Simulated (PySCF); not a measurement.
**Static response to an electric field**

Species: 1,4-dioxane, C₄H₈O₂.
Atom-mapped SMILES: `[CH2:1]1[CH2:2][O:3][CH2:4][CH2:5][O:6]1` (hydrogens: H7, H8 on C1; H9, H10 on C2; H11, H12 on C4; H13, H14 on C5)

Structure used (GFN2-xTB), in Å, numbered top down from 1:
```
atom  x, y, z in Å
C1     0.0698    1.3854    0.0800
C2     1.2805    0.4674    0.2668
O3     0.8791   -0.7894    0.7701
C4    -0.0700   -1.3858   -0.0887
C5    -1.2810   -0.4676   -0.2732
O6    -0.8796    0.7886   -0.7782
H7    -0.3892    1.5868    1.0600
H8     0.3625    2.3256   -0.3890
H9     1.7906    0.3358   -0.6997
H10    1.9772    0.8839    0.9954
H11   -0.3614   -2.3271    0.3789
H12    0.3883   -1.5850   -1.0695
H13   -1.9795   -0.8844   -0.9999
H14   -1.7878   -0.3347    0.6949
```

Level: CAM-B3LYP/def2-SVPD (PySCF), static field, nuclei fixed, core orbitals frozen in the response. The polarisability tensor in these axes (au):

```
x   55.91  3.77  1.03
y    3.77 58.35  1.32
z    1.03  1.32 50.53
```

Question: Diagonalise the tensor; give its mean and Δα, where Δα² is half the sum of the squared differences of the eigenvalues.

Answer: Principal values 50.27, 53.17 and 61.35 au; mean 54.93 au = 8.14 Å³ = 9.06 × 10⁻⁴⁰ C²·m²/J; Δα = 9.96 au (18 % of the mean).

Question: What is the dipole moment?

Answer: 0.00 D; point group C2h allows none.

Question: Sum over states: ᾱ = Σ f/ω², ω in Eh. What share falls to these 8 lowest TDDFT singlets (eV, f)? 6.99, 0.0000; 7.45, 0.0803; 7.62, 0.0534; 7.73, 0.0000; 7.84, 0.0259; 8.53, 0.0311; 8.55, 0.0000; 8.58, 0.0000.

Answer: They add up to 2.38 au, 4.3 % of the 54.93 au; the largest single term is 1.07 au, from the state at 7.45 eV. Terms in order: 0.00, 1.07, 0.68, 0.00, 0.31, 0.32, 0.00, 0.00 au. Higher excitations give the rest. The strengths listed sum to 0.191.

Question: What would n − 1 = 2πNα be for an ideal gas of these molecules at 400 K and 1 atm, electronic part alone?

Answer: N = p/kT = 1.8347 × 10¹⁹ cm⁻³, so n − 1 = 2π × N × 8.14 × 10⁻²⁴ cm³ = 938 × 10⁻⁶ at long wavelengths.

Question: Directions of the eigenvectors, and the extent of the frame along each?

Answer: Largest value along (0.58, 0.80, 0.15), where the nuclei span 4.02 Å; middle along (0.81, -0.59, 0.02), 2.47 Å; least along (-0.10, -0.11, 0.99), 1.83 Å. The response follows the extents in order.

Geometry: GFN2-xTB, one conformer, isolated molecule.
